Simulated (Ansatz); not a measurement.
# AlGa2H (H-bridged), triplet in cc-pVDZ: errors against UCCSDT(Q)

Geometry: displaced at random from a stationary point.

```
atom    x (Å)    y (Å)    z (Å)
  Ga   0.0589   0.3455   1.5056
  Al  -0.1242  -1.7075   0.0082
  Ga  -0.0293   0.3214  -1.5090
   H   1.2737  -0.4260   0.0182
```

Basis cc-pVDZ; Ansatz 0.2.0. Correlated methods freeze the noble-gas cores and the filled d shells of p-block atoms, which leaves 10 electrons in 44 orbitals. R marks a restricted (for open shells ROHF) determinant, U an unrestricted one. No spin–orbit coupling is included, and no scalar relativity.

Full CI isn't at hand for all of this; UCCSDT(Q) serves as the reference, and is uncertain by about the last step of the cluster series.

The UHF ⟨S²⟩ is 2.082, the T1 diagnostic (RCCSD) is 0.0344 and the largest doubles amplitude (RCCSD) is 0.056. The T1 diagnostic (UCCSD) is 0.0363.

Q: From what is known of these methods and the diagnostics, rank them by the size of their error in total energy against UCCSDT(Q) in cc-pVDZ, smallest first (an estimate: the text doesn't fix the numbers).
A. UHF
B. UCCSD(T)
C. UCCSD
D. UCCSDT
E. UMP2

A: D (0.60 kcal/mol), B (1.88 kcal/mol), C (8.65 kcal/mol), E (32.41 kcal/mol), A (129.48 kcal/mol).

All errors are against UCCSDT(Q) in cc-pVDZ. Within each family the higher level lies nearer, as is usual though not guaranteed.
